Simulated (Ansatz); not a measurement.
# BO+ (triplet): the correlation ladder, cc-pVTZ

One table from this session's results is given with a row withheld; the runs are named, their logs left out.

Computed with Ansatz 0.2.0, Gaussian basis. Level: cc-pVTZ, core rule «outside noble gas», up to 2 orbitals frozen.

Plan: UHF; CCSD(T) on ROHF; CCSD(T) on UHF; BCCD(T) on ROHF; CISD; CCSDT(Q) on ROHF; CCSDT(Q) on UHF; CASSCF and MRCISD+Q, 8 electrons in 8 orbitals; CASSCF and NEVPT2, 8 electrons in 8 orbitals.

16 further runs of the same task are left out: 2 for a known fault of the program, 4 that didn't finish, 10 set aside as unsound or not needed.

### What is computed

The geometry is a PBE0/def2-TZVP stationary point (not a proven minimum) of the parent state, kept for this charge and spin.

2 atoms, charge 1, spin multiplicity 3.

Atoms are counted from 1 here; the program's logs count them from 0.

Bond lengths: B1–O2 1.403 Å.

Set-up of the first run:

File in.yaml:

```yaml
crystal:
  periodic: [false, false, false]
  atoms:
    - {symbol: B, position_ang: [0.000000, 0.000000, 0.000000]}
    - {symbol: O, position_ang: [0.000000, 0.000000, 1.403204]}
basis:
  gaussian: {orbitals: cc-pVTZ}
total_charge: 1
magnetization: {spin_polarized: true, initial_magnetization: 2}
hamiltonian: {xc: hf}
output: {orbitals: {seedname: orbitals}}
```

Launch:

```
$ ansatz run in.yaml --threads 1 --pin off --events-out ev --progress --plain --max-ram 2393MiB
```

Among the steps run: UHF; CCSD(T) on ROHF; CCSD(T) on UHF; BCCD(T) on ROHF; CISD; CCSDT(Q) on ROHF; CCSDT(Q) on UHF; CASSCF and MRCISD+Q, 8 electrons in 8 orbitals; CASSCF and NEVPT2, 8 electrons in 8 orbitals.

One of the session's tables, all rows but one given; the rest of the session is left out.

```
          method  from UCCSDT(Q) (kJ/mol)
            ROHF                   +670.0
             UHF                   +656.9
            RMP2                    +70.7
            UMP2                    +72.3
            CISD                    +55.4
           RCCSD                    +31.4
           UCCSD                    +31.0
        RCCSD(T)                     +4.5
        UCCSD(T)                     +4.4
         BCCD(T)                     +4.8
          RCCSDT                     +1.7
          UCCSDT                     +1.6
       RCCSDT(Q)                     +0.8
       UCCSDT(Q)                        0
  CASSCF valence                   +430.0
  NEVPT2 valence                        ?
  MRCISD valence                    +20.5
MRCISD+Q valence                     +5.4
```

**Question.** Estimate the row for NEVPT2 valence.

The run gave: from UCCSDT(Q) (kJ/mol): +71.9. In the column «from UCCSDT(Q) (kJ/mol)» it lies between RMP2 (+70.7) and UMP2 (+72.3).

To keep in mind: Restricted and unrestricted rows rest on different reference determinants; where their highest levels disagree by more than a few hundredths of an eV, they describe different states and don't form one ladder.
